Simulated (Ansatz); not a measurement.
**P$_{2}$, singlet in 6-31G*: errors against RCCSDTQ**

Geometry: MP2(full)/6-31G*, from the G2/97 set.

| atom | x (Å) | y (Å) | z (Å) |
| --- | --- | --- | --- |
| P | 0.0000 | 0.0000 | 0.0000 |
| P | 0.0000 | 0.0000 | 1.9323 |

Basis 6-31G* (Cartesian d functions); Ansatz 0.2.0. Correlated methods freeze the noble-gas cores, which leaves 10 electrons in 28 orbitals. R marks a restricted (for open shells ROHF) determinant, U an unrestricted one. Active spaces: valence = (10e, 8o) chosen from the atoms' valence shells.

Full CI isn't at hand for all of this; RCCSDTQ serves as the reference, and is uncertain by about the last step of the cluster series. The frozen core follows each run's orbitals, which can shift R against U totals by a few meV.

Unrestricted rows (U) aren't spin-pure: their determinants' ⟨S²⟩ exceeds S(S+1) by up to 0.91, so they mix in states of higher spin.

```
UHF ⟨S²⟩                          : 0.909
T1 diagnostic (RCCSD)             : 0.0178
largest doubles amplitude (RCCSD) : 0.142
```

Q: From what is known of these methods and the diagnostics, rank them by the size of their error in total energy against RCCSDTQ in 6-31G*, smallest first (an estimate: the text doesn't fix the numbers).
A. UCCSD(T)
B. RMP2
C. BCCD(T)
D. CASSCF (valence space)
E. UCCSDT(Q)

A: E (0.15 mEh), C (2.31 mEh), A (4.77 mEh), B (32.04 mEh), D (153.38 mEh).

All errors are against RCCSDTQ in 6-31G*. Within each family the higher level lies nearer, as is usual though not guaranteed.

Natural occupations of CASSCF (valence space) about the gap: 1.994 1.986 1.972 1.903 1.903 0.105 0.105 0.032; effectively unpaired electrons, Σ n²(2−n)², 0.16.

Atomization energy (electronic, same basis, no zero-point term; atoms at the same level, unrestricted beside the R rows where the molecule is a closed shell, with restricted open-shell steps beyond CCSDT(Q)) at RCCSDTQ: 383.6 kJ/mol. Errors of other levels:

| level | error (kJ/mol) |
| --- | --- |
| RHF | -278.5 |
| UHF | -239.8 |
| RMP2 | 6.1 |
| UMP2 | -96.4 |
| CISD | -90.7 |
| RCCSD | -35.6 |
| UCCSD | -39.9 |
| RCCSD(T) | -4.4 |
| UCCSD(T) | -10.8 |
| BCCD(T) | -4.3 |
| RCCSDT | -4.7 |
| UCCSDT | -5.3 |
| CISDTQ | -8.1 |
| RCCSDT(Q) | 0.5 |
| UCCSDT(Q) | -0.3 |
| UCCSDTQ | -0.1 |
| CASSCF (valence space) | -13.7 |
| NEVPT2 (valence space) | 2.7 |
| MRCISD (valence space) | -18.6 |
| MRCISD+Q (valence space) | -7.1 |

This basis is far from its limit, so the value isn't to be set against a measured one. Truncated CI isn't size-consistent, which counts against it in atomization.
